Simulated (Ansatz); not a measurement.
A nudged elastic band was laid between two geometries of C₂H₄FNO (9 atoms, charge 0, multiplicity 1).

These are results of Ansatz 0.2.0, RKS PBE-D4/cc-pVDZ, not measurements.

```yaml
movable_images: 7
climbing_image: yes
spring: 5.0 eV/Å²
optimiser: quadratic models (default)
start_path: through a guess of the saddle point
force_threshold: 0.05 eV/Å
iteration_limit: 60
end_points: relaxed
```

Image 0:

```xyz
9
Properties=species:S:1:pos:R:3
N 0.989 0.845 0.463
C 0.493 -0.300 -0.175
O -0.537 -1.197 0.513
C -0.925 -0.378 -0.537
F -1.714 0.712 -0.181
H 1.663 0.618 1.204
H 0.220 1.394 0.866
H 1.242 -0.899 -0.718
H -1.343 -0.842 -1.451
```

Image 8:

```xyz
9
Properties=species:S:1:pos:R:3
N 0.944 0.588 0.843
C 0.474 -0.336 -0.121
O -0.467 -1.364 0.384
C -0.945 -0.398 -0.504
F -1.761 0.575 0.061
H 0.206 1.269 1.074
H 1.764 1.096 0.494
H 1.257 -0.746 -0.783
H -1.381 -0.731 -1.465
```

(1) What changes between the two ends?

(2) What energy profile does the band end with?

(3) What is the geometry of the highest image?

(4) What are the harmonic wavenumbers there?

The band took 6 iterations and roughly 60 core-seconds.

## Answers

(1) No bond is made or broken. The dihedral H6–N1–C2–O3 goes from 75 to -75°.

(2) It converged. The highest image is number 4 of 0 to 8, 0.264 eV above the first end and 0.123 eV above the last; the last end lies 0.141 eV above the first. A vibrational analysis at the climbing image gives one clearly imaginary mode, 288i cm⁻¹: a first-order saddle point.

```tsv
image	path coordinate (Å)	energy (eV)	dihedral H6–N1–C2–O3 (°)
0	0.00	0.000	75
1	0.39	0.042	55
2	0.77	0.141	33
3	1.16	0.231	12
4	1.55	0.264	-8
5	1.91	0.241	-26
6	2.27	0.194	-43
7	2.64	0.155	-59
8	3.00	0.141	-75
```

(3) 
```xyz
9
Properties=species:S:1:pos:R:3
N 1.135 0.689 0.615
C 0.546 -0.317 -0.231
O -0.325 -1.279 0.436
C -0.914 -0.379 -0.463
F -1.678 0.616 0.108
H 0.690 0.589 1.540
H 0.820 1.615 0.283
H 1.238 -0.780 -0.959
H -1.423 -0.802 -1.347
```

(4) 288i, 223, 387, 525, 607, 788, 804, 904, 1022, 1058, 1086, 1138, 1216, 1255, 1303, 1400, 1577, 3033, 3067, 3363, 3446 cm⁻¹.

Run time: 60 s on 1 thread of Intel(R) Xeon(R) 6975P-C (Granite Rapids), on a shared host, peak memory 0.14 GiB.
